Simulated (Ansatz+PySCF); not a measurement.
The numbers below are computed, except where a source is named.
## Ansatz (development build ahead of 0.2.0) run

```yaml
crystal:
  periodic: [false, false, false]
  atoms:
    - { symbol: C, position_ang: [0.0, 0.0, 0.0] }
    - { symbol: H, position_ang: [1.69003, 0.0, 0.0] }
    - { symbol: H, position_ang: [-0.54517, 0.94427, 0.0] }
    - { symbol: H, position_ang: [-0.54517, -0.94427, 0.0] }
basis:
  gaussian: { orbitals: STO-3G }
magnetization:
  spin_polarized: true
  initial_magnetization: 1
hamiltonian:
  xc: hf
correlation:
  method: mp2
  frozen_orbitals: { C: 1, H: 0 }
```

The input is written out in the form of the current development build from the run's settings.

Results

```json
{"Converged": "yes", "Reference energy": "-38.95067 hartree", "Correlation energy": "-0.03540 hartree", "Total energy": "-38.98607 hartree", "Spin squared of the determinant": "1.200", "Occupied orbitals by symmetry in an Abelian subgroup (alpha; beta)": "3 A1 1 B1 1 B2; 3 A1 1 B2"}
```

Caution: large amplitudes, a single reference is doubtful; the unrestricted determinant is spin contaminated.
